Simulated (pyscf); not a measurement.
This saddle point was located with ωB97X-D3(BJ)/def2-SVP in PySCF.

```
Al
O 1 1.7121
H 2 0.9585 1 124.89
O 1 1.7163 2 123.28 3 49.96
H 4 0.9585 1 124.92 2 28.73
O 1 1.8602 2 117.01 3 -85.61
H 6 0.9666 1 117.33 2 145.48
H 6 1.2188 7 113.88 1 -76.35
C 8 1.4624 6 152.77 7 120.42
H 9 1.1010 8 115.23 6 -104.68
H 9 1.1030 10 107.80 8 91.76
H 9 1.1066 10 109.00 11 111.94
```

Surface: singlet, charge 0. Lowest wavenumbers (cm⁻¹): 1341i, 66, 147, 209, 217.

**Question.** What reaction is this the transition state of?

**Answer.** H₃C–Al(OH)–OH (SMILES [CH3][Al]([OH])[OH]) + H₂O (SMILES O) ⇌ CH₄ (SMILES C) + HO–Al(OH)–OH (SMILES [OH][Al]([OH])[OH]), a four-centre exchange read from left to right: Al–C, H–O broken and C–H, Al–O formed. At ωB97M-D3(BJ)/def2-TZVP it lies -0.1 kcal/mol from the left side and +33.2 kcal/mol from the right (each side as separated species at their lowest minima found). On the reactant side the descent ends in an adduct with a Al–O contact, 20.9 kcal/mol under the separated species and 20.1 kcal/mol under the saddle at ωB97X-D3(BJ)/def2-TZVP. What is counted as formed (Al–O) is already present as a longer contact in the reactant adduct; forming that adduct is a step of its own. At the saddle there is also a short Al–H contact that neither side keeps. One saddle was located; it need not be the lowest between these sides.
